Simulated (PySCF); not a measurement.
Question: Give a GFN2-xTB geometry of methacrylic acid, `C=C(C)C(=O)O`.

Answer: 
```xyz
12
C4H6O2 angstrom
C     -0.8474    1.1256   -0.5928
C     -0.2237    0.0419   -0.1422
C     -0.7069   -1.3571   -0.3516
C      1.0408    0.1478    0.6283
O      1.6542   -0.7947    1.0640
O      1.4642    1.4099    0.8087
H     -0.4596    2.1134   -0.4166
H     -1.7650    1.0514   -1.1519
H     -0.8591   -1.8427    0.6107
H     -1.6351   -1.3681   -0.9148
H      0.0485   -1.9318   -0.8846
H      2.2903    1.4036    1.3167
```

Any rigid rotation of these coordinates is as good. Atoms count from 1 in this order. The 3 C–C bonds span 1.329 Å (C1=C2, drawn double) to 1.495 Å (C2–C3, drawn single), a spread of 0.166 Å. The 6 heavy atoms lie in one plane (0.000 Å rms). Of the pairs four or more bonds apart, O6···H7 is among the closest relative to their van der Waals radii: 2.39 Å, 88 % of the sum of Bondi's values. The C–O distances run from 1.206 Å (C4=O5, drawn double) to 1.343 Å (C4–O6, drawn single), a spread of 0.137 Å.

Bonds between heavy atoms (Å): C1=C2 1.329, C2–C3 1.495, C2–C4 1.485, C4=O5 1.206, C4–O6 1.343.

Computed geometry: GFN2-xTB, gas phase.

Point group: Cs (every atom within 0.08 Å of its image). GFN2-xTB frequencies: not computed here. The numbers are those of one conformer (C1–C2–C4–O5 180°, C2–C4–O6–H 180°).
